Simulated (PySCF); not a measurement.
**One shape, several levels: C6H10 (SMILES C1CC1C1CC1)**

We compute a comparison of 6 runs (B2PLYP/6-31G*, B3LYP/6-31G*, BHLYP/6-31G*, CAM-B3LYP/6-31G*, wB97X/6-31G*, SCS-MP2/6-31G*) of C6H10. 

Program for the calculation: PySCF 2.14.0.

2 further runs of the same task are left out: 2 set aside as unsound or not needed.

## 1. The system as given

C6H10: 16 atoms, total charge 0, spin state singlet. As SMILES, `C1CC1C1CC1`. Geometry: relaxed at GFN2-xTB. This is one conformer, not always the lowest.

Some bond lengths: C1–C2 1.498 Å, C1–C3 1.501 Å, C2–C3 1.501 Å, C3–C4 1.493 Å, C4–C5 1.501 Å, C4–C6 1.501 Å, C5–C6 1.498 Å, C1–H7 1.079 Å, C1–H8 1.080 Å, C2–H9 1.079 Å, C2–H10 1.079 Å, C3–H11 1.084 Å, C4–H12 1.084 Å, C5–H13 1.080 Å, C5–H14 1.079 Å, C6–H15 1.079 Å. Some angles: C1–C2–C3 60.1°, C2–C1–C3 60.1°, C1–C3–C2 59.9°, C1–C3–C4 119.8°, C2–C3–C4 119.8°, C3–C4–C5 119.8°, C3–C4–C6 119.8°, C5–C4–C6 59.9°, C4–C5–C6 60.1°, C4–C6–C5 60.1°.

## 2. A single-point energy at B2PLYP/6-31G(d) (spherical functions) (run 1)

Input file job.py:

```python
from pyscf import gto, dft, mp

mol = gto.M(
    atom='''
C      1.969643    -2.534387    -1.922721
C      2.956155    -2.185808     0.707929
C      0.316472    -1.372281     0.066481
C     -0.313959     1.374719    -0.062266
C     -2.952924     2.185374    -0.710726
C     -1.974480     2.533990     1.922985
H      1.546552    -4.423943    -2.562752
H      2.699512    -1.318122    -3.388997
H      3.212723    -3.836012     1.878917
H      4.354307    -0.734253     1.023154
H     -1.209274    -2.529512     0.792135
H      1.213412     2.532800    -0.782895
H     -4.347598     0.731211    -1.031110
H     -3.208642     3.835502    -1.881978
H     -1.555415     4.424416     2.564887
H     -2.706504     1.316308     3.386956
''',
    max_memory=1860,
    verbose=3,
    spin=0,
    basis='6-31g*',
    unit='bohr',
)

myscf = dft.RKS(mol)
myscf.xc = '0.53*HF + 0.47*B88, 0.73*LYP'
myscf.conv_tol = 1e-10
myscf.grids.level = 5
myscf.kernel()
if not myscf.converged:
    myscf = myscf.newton().run(myscf.mo_coeff, myscf.mo_occ)

pt = mp.MP2(myscf, frozen=6).run()
e_tot = myscf.e_tot + 0.27 * pt.e_corr
print('PT2 part  %.8f' % (0.27 * pt.e_corr))
print('Final energy', e_tot)
```

Started as:

```sh
$ OMP_NUM_THREADS=1 python job.py
```

The log of the run:

```text
converged SCF energy = -234.032861727863
E(RMP2) = -234.971050328515  E_corr = -0.938188600651395
E(SCS-RMP2) = -234.957351816088  E_corr = -0.924490088224503
PT2 part  -0.25331092
Final energy -234.2861726500392
```

It took 36 s on 1 thread of Intel Xeon at 2.70GHz, shared host; peak memory 0.56 GiB.

## 3. A single-point energy at B3LYP/6-31G(d) (spherical functions) (run 2)

Input file run.py:

```python
from pyscf import gto, dft

mol = gto.M(
    atom='''
C    1.042290  -1.341140  -1.017460
C    1.564330  -1.156680   0.374620
C    0.167470  -0.726180   0.035180
C   -0.166140   0.727470  -0.032950
C   -1.562620   1.156450  -0.376100
C   -1.044850   1.340930   1.017600
H    0.818400  -2.341050  -1.356150
H    1.428520  -0.697520  -1.793380
H    1.700100  -2.029930   0.994280
H    2.304200  -0.388550   0.541430
H   -0.639920  -1.338560   0.419180
H    0.642110   1.340300  -0.414290
H   -2.300650   0.386940  -0.545640
H   -1.697940   2.029660  -0.995900
H   -0.823090   2.341300   1.357280
H   -1.432220   0.696560   1.792300
''',
    basis='6-31g*',
    verbose=3,
    max_memory=1860,
)

ks = dft.RKS(mol, xc='b3lyp')
ks.grids.level = 5
ks.conv_tol = 1e-10
ks.kernel()
if not ks.converged:
    ks = ks.newton().run(ks.mo_coeff, ks.mo_occ)

e_tot = ks.e_tot
print('E(%s) = %.9f' % ('B3LYP', e_tot))
```

Started as:

```sh
$ OMP_NUM_THREADS=1 python run.py
```

The log of the run:

```text
converged SCF energy = -234.588294069564
E(B3LYP) = -234.588294070
```

Wall time 33 s (1 thread of Intel Xeon at 2.70GHz, shared host); peak memory 0.55 GiB.

Runs 3 to 5 aren't shown in full; the table further down has their settings and results.

## 4. The energy at SCS-MP2/6-31G(d) (spherical functions) (run 6)

Input file run.py:

```python
# C1CC1C1CC1
from pyscf import gto, scf, mp

system = gto.M(
    atom=[
    ('C', (1.042290, -1.341140, -1.017460)),
    ('C', (1.564330, -1.156680, 0.374620)),
    ('C', (0.167470, -0.726180, 0.035180)),
    ('C', (-0.166140, 0.727470, -0.032950)),
    ('C', (-1.562620, 1.156450, -0.376100)),
    ('C', (-1.044850, 1.340930, 1.017600)),
    ('H', (0.818400, -2.341050, -1.356150)),
    ('H', (1.428520, -0.697520, -1.793380)),
    ('H', (1.700100, -2.029930, 0.994280)),
    ('H', (2.304200, -0.388550, 0.541430)),
    ('H', (-0.639920, -1.338560, 0.419180)),
    ('H', (0.642110, 1.340300, -0.414290)),
    ('H', (-2.300650, 0.386940, -0.545640)),
    ('H', (-1.697940, 2.029660, -0.995900)),
    ('H', (-0.823090, 2.341300, 1.357280)),
    ('H', (-1.432220, 0.696560, 1.792300)),
],
    max_memory=1860,
    verbose=3,
    basis='6-31g*',
    spin=0,
)

myscf = scf.RHF(system)
myscf.conv_tol = 1e-10
myscf.kernel()
if not myscf.converged:
    myscf = myscf.newton().run(myscf.mo_coeff, myscf.mo_occ)

pt = mp.MP2(myscf, frozen=6).run()
e_tot = myscf.e_tot + 1.2 * pt.e_corr_os + pt.e_corr_ss / 3
print('E(%s) = %.9f' % ('SCS-MP2', e_tot))
```

Started as:

```sh
$ OMP_NUM_THREADS=1 python run.py
```

The log of the run:

```text
converged SCF energy = -232.961069887433
E(RMP2) = -233.731438905334  E_corr = -0.770369017901597
E(SCS-RMP2) = -233.72032434494  E_corr = -0.759254457507588
E(SCS-MP2) = -233.720324345
```

It took 4.8 s on 1 thread of Intel Xeon at 2.70GHz, shared host; peak memory 0.3 GiB.

## 5. The series

| run | level | frozen core orbitals | integration grid | energy (Eh) | dipole moment (D) of the reference | HOMO energy (eV) | LUMO energy (eV) | wall time |
| --- | --- | --- | --- | --- | --- | --- | --- | --- |
| 1 | B2PLYP/6-31G* (spherical functions) | 6 | 5 | -234.286173 | 0.00 | -8.04 | 4.12 | 36 s |
| 2 | B3LYP/6-31G* (spherical functions) | – | 5 | -234.588294 | 0.00 | -6.70 | 2.51 | 33 s |
| 3 | BHLYP/6-31G* (spherical functions) | – | 5 | -234.435443 | 0.00 | -8.11 | 3.80 | 35 s |
| 4 | CAM-B3LYP/6-31G* (spherical functions) | – | 5 | -234.441600 | 0.00 | -8.29 | 3.89 | 63 s |
| 5 | wB97X/6-31G* (spherical functions) | – | 5 | -234.535782 | 0.00 | -9.33 | 5.03 | 60 s |
| 6 | SCS-MP2/6-31G* (spherical functions) | 6 | – | -233.720324 | 0.00 | -9.91 | 6.43 | 4.8 s |

## 6. What came out

| quantity | value |
| --- | --- |
| run 6: total energy | -233.72032 Eh |
| run 6: dipole moment (Hartree–Fock density) | 0.00 D |
| run 6: HOMO energy (Hartree–Fock orbitals) | -9.91 eV |
| run 6: LUMO energy (Hartree–Fock orbitals) | 6.43 eV |
| run 6: HOMO–LUMO gap (Hartree–Fock orbitals) | 16.35 eV |
| run 6: correlation energy (6 core orbitals frozen) | -759.3 mEh |

**Reading.** Over runs 1, 2, 3, 4, 5 the HOMO–LUMO gap runs from 9.21 eV (B3LYP/6-31G*) to 14.36 eV (wB97X/6-31G*). Totals of different functionals can't be ranked against each other. All runs together took 3.9 min, the longest 63 s.
